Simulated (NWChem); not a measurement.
hydrogen cyanide (CHN); SMILES C#N

Program: NWChem. Pople sets run with spherical d functions. Each level has its own optimisation. Computed dipoles belong to the equilibrium geometry; the measured one is vibrationally averaged.

Measured dipole moment: 2.98 D (NIST CCCBDB, as tabulated in the package chemicals).

```csv
level,dipole moment (D),computed − measured
Hartree-Fock/STO-3G,2.45,-0.53
Hartree-Fock/3-21G,3.04,+0.06
Hartree-Fock/6-31G*,3.21,+0.23
B3LYP/6-31G*,2.90,-0.08
"LDA (Slater exchange, VWN5)/def2-SVP",2.82,-0.16
PBE/def2-SVP,2.76,-0.22
BLYP/def2-SVP,2.73,-0.25
PBE0/def2-SVP,2.90,-0.08
```
